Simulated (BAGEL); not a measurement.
**BHO2 (oxoborinic acid): HF/def2-TZVPP (density fitting with qzvpp-jkfit)**

What is the energy change on altering one bond length of BHO2 (oxoborinic acid) at HF/def2-TZVPP (density fitting with qzvpp-jkfit)? 

Program for the calculation: BAGEL 1.2.2.

1 further run of the same task is left out (set aside as unsound or not needed). Runs told in other sessions of the task aren't counted.

### 1 The system as given

BHO2 has 4 atoms, charge 0, and is taken as a singlet. As SMILES, `O=BO`. The shape is that of a PBE0-D4/def2-TZVP optimisation.

Bond lengths: O1–B2 1.210 Å, B2–O3 1.322 Å, O3–H4 0.960 Å. Angles: O1–B2–O3 177.5°, B2–O3–H4 117.0°.

### 2 The energy at HF/def2-TZVPP (density fitting with qzvpp-jkfit)

File calc.json:

```json
{ "bagel" : [

{
  "title" : "molecule",
  "basis" : "tzvpp",
  "df_basis" : "qzvpp-jkfit",
  "angstrom" : true,
  "geometry" : [
    { "atom" : "O", "xyz" : [   -1.555100,    0.523500,    0.428500 ] },
    { "atom" : "B", "xyz" : [   -0.423900,    0.132000,    0.248600 ] },
    { "atom" : "O", "xyz" : [    0.816700,   -0.302000,    0.108600 ] },
    { "atom" : "H", "xyz" : [    1.162300,   -0.353500,   -0.785700 ] }
  ]
},
{
  "title" : "hf"
},
{
  "title" : "print",
  "file" : "orbitals.molden",
  "orbitals" : true
}

]}
```

Launch:

```bash
BAGEL_NUM_THREADS=1 BAGEL calc.json > calc.out
```

Output:

```text
* using 1 threads per process

  ===============================================================
  ===============================================================

  *** Geometry ***

  { "atom" : "O", "xyz" : [     -2.938713,      0.989272,      0.809748 ] },
  { "atom" : "B", "xyz" : [     -0.801055,      0.249444,      0.469786 ] },
  { "atom" : "O", "xyz" : [      1.543339,     -0.570697,      0.205224 ] },
  { "atom" : "H", "xyz" : [      2.196429,     -0.668018,     -1.484758 ] },

  Number of auxiliary basis functions:      247

  Since a DF basis is specified, we compute 2- and 3-index integrals:
    o Being stored without compression. Storage requirement is 0.023 GB

  Number of basis functions:      107
  Number of electrons      :       22

    * METHOD: MOLECULE                             0.10

  *** RHF ***

  === Nuclear Repulsion ===
    54.0055765754

      * DIIS with orbital gradients will be used.

  === RHF iteration (tzvpp) ===
      0       -174.82807865          0.03251175           0.02
      1       -174.97658302          0.02522567           0.02
      2       -175.15831335          0.00244687           0.02
      3       -175.16026087          0.00123335           0.03
      4       -175.16083055          0.00020242           0.02
      5       -175.16086837          0.00005598           0.03
      6       -175.16087110          0.00001579           0.02
      7       -175.16087129          0.00000514           0.03
      8       -175.16087132          0.00000192           0.02
      9       -175.16087132          0.00000093           0.03
     10       -175.16087132          0.00000037           0.03
     11       -175.16087132          0.00000011           0.03
     12       -175.16087132          0.00000006           0.03
     13       -175.16087132          0.00000002           0.03
     14       -175.16087132          0.00000001           0.02
    * SCF iteration converged.

    * Permanent dipole moment:
           (   -1.362777,     0.420438,     0.847834) a.u.

    * METHOD: HF                                   0.48

    * METHOD: PRINT                                0.03

  ===============================================================
```

It took 0.75 s on 1 thread of Arm Neoverse V1, shared host.

### 3 The distorted shape, same level

File input.json:

```json
{ "bagel" : [

{
  "title" : "molecule",
  "basis" : "tzvpp",
  "df_basis" : "qzvpp-jkfit",
  "angstrom" : true,
  "geometry" : [
    { "atom" : "O", "xyz" : [      -1.831563,       0.564697,       1.143896 ] },
    { "atom" : "B", "xyz" : [      -0.700363,       0.173197,       0.963996 ] },
    { "atom" : "O", "xyz" : [       0.540237,      -0.260803,       0.823996 ] },
    { "atom" : "H", "xyz" : [       1.162300,      -0.353500,      -0.785700 ] }
  ]
},

{
  "title" : "hf"
},

{
  "title" : "print",
  "file" : "orbitals.molden",
  "orbitals" : true
}

]}
```

Launch:

```bash
BAGEL_NUM_THREADS=1 BAGEL input.json > input.out
```

Output:

```text
* using 1 threads per process

  ===============================================================
  ===============================================================

  *** Geometry ***

  { "atom" : "O", "xyz" : [     -3.461152,      1.067123,      2.161650 ] },
  { "atom" : "B", "xyz" : [     -1.323494,      0.327295,      1.821688 ] },
  { "atom" : "O", "xyz" : [      1.020900,     -0.492846,      1.557127 ] },
  { "atom" : "H", "xyz" : [      2.196429,     -0.668018,     -1.484758 ] },

  Number of auxiliary basis functions:      247

  Since a DF basis is specified, we compute 2- and 3-index integrals:
    o Being stored without compression. Storage requirement is 0.023 GB

  Number of basis functions:      107
  Number of electrons      :       22

    * METHOD: MOLECULE                             0.10

  *** RHF ***

  === Nuclear Repulsion ===
    51.4931152011

      * DIIS with orbital gradients will be used.

  === RHF iteration (tzvpp) ===
      0       -174.58244274          0.03308176           0.02
      1       -174.70826174          0.02939819           0.02
      2       -174.98009383          0.00205771           0.02
      3       -174.98366642          0.00075699           0.02
      4       -174.98419225          0.00021713           0.02
      5       -174.98424167          0.00006961           0.02
      6       -174.98424749          0.00003065           0.02
      7       -174.98424813          0.00001791           0.02
      8       -174.98424843          0.00000638           0.02
      9       -174.98424847          0.00000384           0.02
     10       -174.98424849          0.00000119           0.02
     11       -174.98424849          0.00000040           0.02
     12       -174.98424849          0.00000015           0.02
     13       -174.98424849          0.00000006           0.02
     14       -174.98424849          0.00000003           0.02
     15       -174.98424849          0.00000001           0.02
     16       -174.98424849          0.00000000           0.02
    * SCF iteration converged.

    * Permanent dipole moment:
           (   -1.675365,     0.485364,     1.430627) a.u.

    * METHOD: HF                                   0.50

    * METHOD: PRINT                                0.03

  ===============================================================
```

Wall time 0.77 s (1 thread of Arm Neoverse V1, shared host).

### 4 Summary of results

At HF/def2-TZVPP (density fitting with qzvpp-jkfit):

| quantity | value |
| --- | --- |
| first shape: total energy | -175.16087 Eh |
| first shape: dipole moment | 4.22 D |
| first shape: HOMO energy | -13.38 eV |
| first shape: LUMO energy | 2.02 eV |
| first shape: HOMO–LUMO gap | 15.40 eV |
| distorted shape: total energy | -174.98425 Eh |
| distorted shape: dipole moment | 5.73 D |
| distorted shape: HOMO energy | -12.78 eV |
| distorted shape: LUMO energy | -2.02 eV |
| distorted shape: HOMO–LUMO gap | 10.75 eV |
| energy change with the O3–H4 bond stretched from 0.960 to 1.728 Å | 4.806 eV |

What this shows: With the O3–H4 bond stretched from 0.960 to 1.728 Å the energy rises by 4.81 eV (464 kJ/mol). The first shape isn't relaxed at this level, so the change isn't measured from a minimum. A restricted reference can't describe the breaking bond well at this length.
